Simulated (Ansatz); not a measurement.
The input, for Ansatz 0.2.0:

```yaml
crystal:
  periodic: [false, false, false]
  atoms:
    - {symbol: S, position_ang: [0.000000, -0.039110, -0.004995]}
    - {symbol: H, position_ang: [0.000000, 1.318370, -0.004995]}
    - {symbol: H, position_ang: [0.000000, -0.036981, 1.689004]}
    - {symbol: H, position_ang: [0.000000, -0.037199, -1.525122]}
basis:
  gaussian: {orbitals: cc-pVDZ}
total_charge: 1
magnetization: {spin_polarized: true, initial_magnetization: 2}
hamiltonian: {xc: {name: wB97X-V}}
```

```sh
$ ansatz run in.yaml --threads 1 --pin off --events-out ev --progress --plain --max-ram 2393MiB
```

The program prints:

```
      + integral(e_c_pw_opposite_spin*poly(b97_u_opposite, cos0, cos1)) + vv10(b, c)
326 factors; integrals over basis functions are off by at most 1.7e-3 eV
110 factors; integrals over basis functions are off by at most 1.7e-5 eV
mean field evaluation 1: about -10868.5401 eV, gradient 7.2e0 eV
mean field evaluation 2: about -10868.9039 eV, gradient 3.0e0 eV
mean field evaluation 4: about -10868.9746 eV, gradient 2.1e-1 eV
mean field evaluation 8: about -10869.0369 eV, gradient 3.9e-2 eV
mean field evaluation 16: about -10869.0369 eV, gradient 5.1e-5 eV
mean field -10869.03694552 eV, -399.4297404499 hartree, gradient 5.1e-5 eV, S^2 2.016679; 0 other end points of the search recorded, 0 dependent functions left out
reference -10869.03694600 eV, -399.4297404677 hartree; 10, 8 occupied and 23, 25 virtual orbitals, 326 factors
Total energy: -10869.03694600 eV, -399.4297404677 hartree
```

Ran on 1 thread of AMD EPYC, shared host: 7.5 s wall, 0.13 GiB peak host memory.
